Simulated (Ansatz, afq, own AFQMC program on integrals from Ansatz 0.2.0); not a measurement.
**AlH4⁺, singlet in 6-31G, levels against full CI**

```csv
atom,x (Å),y (Å),z (Å)
Al,0.0000,-0.0097,-0.1200
H,0.0000,-0.3945,1.9211
H,0.0000,0.3751,1.9211
H,0.0000,1.5272,-0.3361
H,0.0000,-1.2475,-0.2941
```

Basis 6-31G. Only valence electrons are correlated. Integrals, coupled cluster, full CI and functionals: Ansatz 0.2.0; the random walks run on the same integrals in our own AFQMC program. The CISD trial takes its coefficients from CCSD amplitudes. Released means that phaseless walkers are propagated on without the constraint, phases kept. ± is one standard error of the sampling.

Determinant: RHF, the one that the program's search chose, which needn't be the lowest solution. The geometry is a point of a scan.

Full CI on the same integrals is exact in this basis and with this determinant's frozen core.

The T1 diagnostic is 0.0081. The weight of the determinant in the CISD state is 0.956. The size of the correlated space is 6 electrons in 16 orbitals.

```
  level  correlation energy (eV)
    MP2                  -1.2692
   CCSD                  -1.7906
CCSD(T)                  -1.8011
```

(1) Estimate where full CI lies against CCSD(T) on the same integrals.

(1) 0.6 kJ/mol below CCSD(T).

Reference: full CI, correlation energy -1.807 eV. The released energy is read at 2.40 1/Eh (meV from the phaseless value at times in 1/Eh: -0.1 ± 0.5 at 0.24, -0.7 ± 0.4 at 0.51, -0.4 ± 0.4 at 0.99, -1.0 ± 0.3 at 1.62, -1.4 ± 0.3 at 2.40).

| level | E − E(reference) (kJ/mol) | share of correlation (%) |
| --- | --- | --- |
| CCSD(T) | 0.6 | 99.67 |
| CCSDT | 0.1 | 99.96 |
| CCSDT(Q) | 0.0 | 99.99 |
| CCSDTQ | 0.0 | 100.00 |
| ph-AFQMC/CISD | 0.1 ± 0.05 | 99.94 |
| released AFQMC | 0.0 ± 0.03 | 100.01 |

CCSDT and higher add their correlation energy to the determinant of the CCSD(T) run, since their own runs factorise the integrals more tightly (a shift of under 2 meV). A walk keeps the symmetry of its determinant, which the program's search chose and which needn't be the lowest solution, so a lower state of the same spin and another symmetry isn't excluded. Released energies are given only where the last usable release times agree within the noise; a slower fall can still hide under it.
